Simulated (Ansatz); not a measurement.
Basis-set extrapolation for C₃H₅F₂ (`[CH2]C(F)CF`) radical (PBE0-D4/def2-TZVP geometry, frozen core, the Gaussian-basis code of Ansatz). Multiplicity 2, UHF reference.

```csv
,def2-TZVPP,def2-QZVPP
HF,-315.470266,-315.484160
MP2 correlation,-0.973371,-1.053880
CCSD(T) correlation,-1.042073,not run
```

Energies in hartree. Use E(X) = E(∞) + A·exp(−7.88·√X) for Hartree–Fock and E(X) = E(∞) + B·X^(−2.97) for correlation, with X = 3 and 4, and add CCSD(T) minus MP2 of the smaller set to the MP2 limit.

Question: What is the CCSD(T) energy at the basis-set limit?

Answer: HF limit: -315.484160 + (-0.013894) × 0.13774 = -315.48607. MP2 limit: -1.053880 + (-0.080509) × 0.74074 = -1.11352. Higher-order term: -1.042073 − (-0.973371) = -0.06870. Total: -316.66829 hartree, 97.9 kcal/mol below CCSD(T)/def2-TZVPP.
